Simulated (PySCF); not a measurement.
# C6H5: g tensor and hyperfine couplings

Species: C₆H₅ (doublet state).
SMILES with atom numbers: `[CH:1]#[C:2]/[CH:3]=[CH:4]\[C:5]=[CH2:6]` (hydrogens: H7 on C1; H8 on C3; H9 on C4; H10, H11 on C6)

The calculation used PySCF 2.14.0, UKS B3LYP, pcH-1 on C H, non-relativistic, mean-field spin-orbit, GIAO. Geometry: GFN2-xTB; no solvent, vibrations or thermal averaging. Couplings are sensitive to structure, and on GFN2-xTB geometries they can be far from those on DFT ones. Stability of the SCF solution: not tested. ⟨S²⟩ is 0.779 where a pure state has 0.75.

```json
{
  "g1, g2, g3": "2.00218, 2.00235, 2.00293",
  "g_iso": "2.00248",
  "Form of g": "rhombic: the two nearest values differ by 23 % of g3 − g1",
  "⟨S²⟩": "0.7789 (exact 0.7500)",
  "α and β electrons": "21, 20"
}
```

Isotropic coupling and dipolar principal values T1 to T3, in MHz; ρ(0) is the spin density at the nucleus:

```json
{"atom": "C1", "isotope": "13C", "a_iso": "29.8", "T1": "-30.0", "T2": "-22.1", "T3": "52.1", "Mulliken spin population": "0.37", "ρ(0) (bohr⁻³)": "0.0265"}
{"atom": "C2", "isotope": "13C", "a_iso": "-49.0", "T1": "-16.4", "T2": "-0.1", "T3": "16.5", "Mulliken spin population": "-0.19", "ρ(0) (bohr⁻³)": "-0.0436"}
{"atom": "C3", "isotope": "13C", "a_iso": "56.6", "T1": "-49.7", "T2": "-47.8", "T3": "97.6", "Mulliken spin population": "0.61", "ρ(0) (bohr⁻³)": "0.0503"}
{"atom": "C4", "isotope": "13C", "a_iso": "-44.5", "T1": "-23.2", "T2": "9.2", "T3": "14.0", "Mulliken spin population": "-0.22", "ρ(0) (bohr⁻³)": "-0.0396"}
{"atom": "C5", "isotope": "13C", "a_iso": "39.1", "T1": "-41.4", "T2": "-30.7", "T3": "72.1", "Mulliken spin population": "0.47", "ρ(0) (bohr⁻³)": "0.0348"}
{"atom": "C6", "isotope": "13C", "a_iso": "-31.2", "T1": "-7.8", "T2": "2.2", "T3": "5.6", "Mulliken spin population": "-0.09", "ρ(0) (bohr⁻³)": "-0.0278"}
{"atom": "H7", "isotope": "1H", "a_iso": "-28.2", "T1": "-13.3", "T2": "-1.3", "T3": "14.6", "Mulliken spin population": "-0.02", "ρ(0) (bohr⁻³)": "-0.0063"}
{"atom": "H8", "isotope": "1H", "a_iso": "-42.7", "T1": "-23.1", "T2": "-0.7", "T3": "23.8", "Mulliken spin population": "-0.03", "ρ(0) (bohr⁻³)": "-0.0096"}
{"atom": "H9", "isotope": "1H", "a_iso": "13.2", "T1": "-4.3", "T2": "-1.0", "T3": "5.3", "Mulliken spin population": "0.01", "ρ(0) (bohr⁻³)": "0.0030"}
{"atom": "H10", "isotope": "1H", "a_iso": "87.5", "T1": "-2.4", "T2": "-1.9", "T3": "4.3", "Mulliken spin population": "0.04", "ρ(0) (bohr⁻³)": "0.0196"}
{"atom": "H11", "isotope": "1H", "a_iso": "87.6", "T1": "-2.4", "T2": "-1.9", "T3": "4.2", "Mulliken spin population": "0.04", "ρ(0) (bohr⁻³)": "0.0196"}
```

Largest spin populations (Mulliken): C3 (+0.61), C5 (+0.47), C1 (+0.37) and C4 (-0.22). Three atoms exceed +0.15. The positive populations add up to 1.54 and the negative ones to -0.54, together 2S = 1. The angles at C3 add up to 360.0°, so it is planar; its axial dipolar tensor and the negative coupling of its proton fit spin in a p orbital normal to that plane.

The SMILES `C#C/C=C\[C]=C` draws the unpaired electron on C5, whose computed spin population is only +0.47.

Axes: g2 points within 11° of the C5–C6 bond and g3 points within 11° of the C1–H7 bond.

Under fast tumbling the dipolar parts average out, and these isotropic splittings remain: 2 × 1H (H10/H11, I = 1/2, 3 lines) with 3.12 mT, 1 × 1H (H8, I = 1/2, 2 lines) with 1.52 mT, 1 × 1H (H7, I = 1/2, 2 lines) with 1.01 mT and 1 × 1H (H9, I = 1/2, 2 lines) with 0.47 mT.

Means are taken over nuclei equivalent by connectivity, which assumes that they swap fast.

The 13C coupling of C3 (56.6 MHz) shows only in satellite lines or after enrichment, since that isotope makes up about 1.07 % of natural carbon.
